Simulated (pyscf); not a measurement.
# Four-centre exchange: H₂B–OH (SMILES BO) + H₂O (SMILES O) -> H₂B–OH (SMILES BO) + H₂O (SMILES O)

Gas phase, singlet surface, charge 0. Bonds broken: B1–H3, O6–H7. Bonds formed: B1–H7, H3–O6. Structures and frequencies: ωB97X-D3(BJ)/def2-SVP in PySCF. Correlated levels are frozen-core, on RHF or UHF. ΔMP2 is the change of the MP2 total energy from the triple- to the quadruple-zeta basis.

Transition state (Å):

```xyz
8

B     -0.8119    -0.4452    -0.5109
O      0.2755     0.2001    -1.0032
H     -0.6028    -0.9487     0.9885
H     -1.6359    -0.9044    -1.2832
H      0.2975     0.2380    -1.9680
O     -0.8518    -0.5391     2.2018
H     -1.1142    -0.0745     1.0114
H     -0.0451    -0.0743     2.4808
```

One imaginary mode, 2898i cm⁻¹; descent along it reached the two sides named.

```
bond   change  reactant side (Å)  saddle  product side
-----  ------  -----------------  ------  ------------
B1–H3  breaks              1.211   1.596           2.8
O6–H7  breaks              0.977   1.305           2.9
B1–H7   forms                2.9   1.596         1.209
H3–O6   forms                3.0   1.305         0.972
```

Electronic energies relative to the separated reactants (kcal/mol):

| level | barrier | reaction energy | reverse barrier |
|---|---|---|---|
| ωB97X-D3(BJ)/def2-TZVP | 83.1 | 0.0 | 83.1 |
| PBE/def2-TZVP | 69.4 | 0.0 | 69.4 |
| r²SCAN/def2-TZVP | 76.2 | 0.0 | 76.2 |
| B3LYP-D3(BJ)/def2-TZVP | 80.0 | 0.0 | 80.0 |
| PBE0-D3(BJ)/def2-TZVP | 77.7 | 0.0 | 77.7 |
| M06-2X/def2-TZVP | 84.8 | 0.0 | 84.8 |
| ωB97M-D3(BJ)/def2-TZVP | 82.1 | 0.0 | 82.1 |
| HF/def2-TZVP | 110.7 | 0.0 | 110.7 |
| MP2/def2-QZVPP | 83.9 | 0.0 | 83.9 |
| CCSD/def2-TZVPP | 90.3 | 0.0 | 90.3 |
| CCSD(T)/def2-TZVPP | 85.7 | 0.0 | 85.7 |
| CCSD(T)/def2-TZVPP + ΔMP2(QZVPP) | 85.6 | 0.0 | 85.6 |

With CCSD(T)/def2-TZVPP + ΔMP2(QZVPP) energies and thermal terms (ideal gas, 1 atm, RRHO with modes under 100 cm⁻¹ raised to 100, one conformer, R ln 2 for chiral ones without a mode under 150 cm⁻¹), in kcal/mol:

| T (K) | ΔH‡ | ΔG‡ | ΔH | ΔG |
|---|---|---|---|---|
| 298 | 82.1 | 91.5 | 0.0 | 0.0 |
| 600 | 82.6 | 101.0 | 0.0 | 0.0 |
| 900 | 83.5 | 110.0 | 0.0 | 0.0 |
| 1200 | 84.6 | 118.7 | 0.0 | 0.0 |

The reactants may also form a dative adduct at H₂B–OH; it and routes through it were not searched. The products may also form a dative adduct at H₂B–OH; it and routes through it were not searched. The same reactants have a lower exit, to HO–BH–OH + H₂ (barrier +21.5 kcal/mol at ωB97M-D3(BJ), against +82.1 kcal/mol here). Another saddle between the same species, by other bonds, lies lower (10.2 kcal/mol against 82.1 kcal/mol at ωB97M-D3(BJ)). The CCSD(T) − MP2 part came from Ansatz, without density fitting, on the same reference.
